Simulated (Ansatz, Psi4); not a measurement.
**SClO2F (sulfuryl chloride fluoride): a line through the functionals**

SClO2F has 5 atoms, charge 0, and is taken as a singlet. As SMILES, `O=S(=O)(F)Cl`. Geometry: relaxed at PBE0-D4/def2-TZVP.

The vertical energy of the triplet above the singlet y, in eV, basis def2-SVP; a is the functional's share of exact exchange. Programs: Ansatz 0.2.0, Psi4 1.11.

```
functional  program     a  y (eV)
    r2SCAN     Psi4     0    5.62
      BLYP     Psi4     0    5.40
     TPSSh     Psi4   0.1       ?
     B3LYP     Psi4   0.2    5.66
      PBE0     Psi4  0.25    5.77
   r2SCAN0   Ansatz  0.25    5.81
     BHLYP     Psi4   0.5    5.95
```

**Question.** Fit y = c + s·a to the known rows and predict TPSSh.

**Answer.** 
1. Means of the 6 rows: a = 0.2000, y = 5.702.
2. Σ(Δa)² = 0.175, Σ(Δa·Δy) = 0.16, so the slope is 0.16/0.175 = 0.91429.
3. Intercept: 5.702 − (0.91429) × 0.2000 = 5.519. The largest residual of the fit is 0.12.
4. TPSSh: 5.519 + (0.91429) × 0.1 = 5.61 eV.

The run gave 5.62 eV, so the prediction is off by -0.01 eV, within the largest residual. The rows mix families of semi-local functionals, which the line can't see.
